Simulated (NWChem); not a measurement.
Lowest excitation of methanol (CH₄O)

```xyz
6

C      0.6125    -0.2314     0.0000
O     -0.6650     0.3583     0.0000
H      0.8066    -0.8558     0.8960
H      1.3548     0.5819     0.0000
H      0.8066    -0.8558    -0.8960
H     -1.3230    -0.3478     0.0000
```
Charge 0, spin multiplicity 1.

All runs are NWChem calculations. All single points use one geometry, from B3LYP/def2-SVP, a minimum by its harmonic frequencies.

Basis set: aug-cc-pVDZ.

Relative cost: rough, from shared machines, SCF included, CIS = 1.

The correlated methods keep 2 core orbitals frozen. B3LYP has NWChem's definition, with VWN1-RPA local correlation. No row is a measurement; the coupled-cluster row has its own basis-set and correlation limits.

| method | lowest vertical singlet excitation energy (eV) | relative cost |
|---|---|---|
| TD-B3LYP | 6.20 | under 3 |
| CIS | (withheld) | 1 |
| TD-PBE | (withheld) | under 3 |
| EOM-CCSD | (withheld) | under 3 |
| TDA-PBE0 | 6.46 | under 3 |

What belongs in the gaps?


- CIS, lowest vertical singlet excitation energy (eV): 8.05
- TD-PBE, lowest vertical singlet excitation energy (eV): 5.64
- EOM-CCSD, lowest vertical singlet excitation energy (eV): 6.72
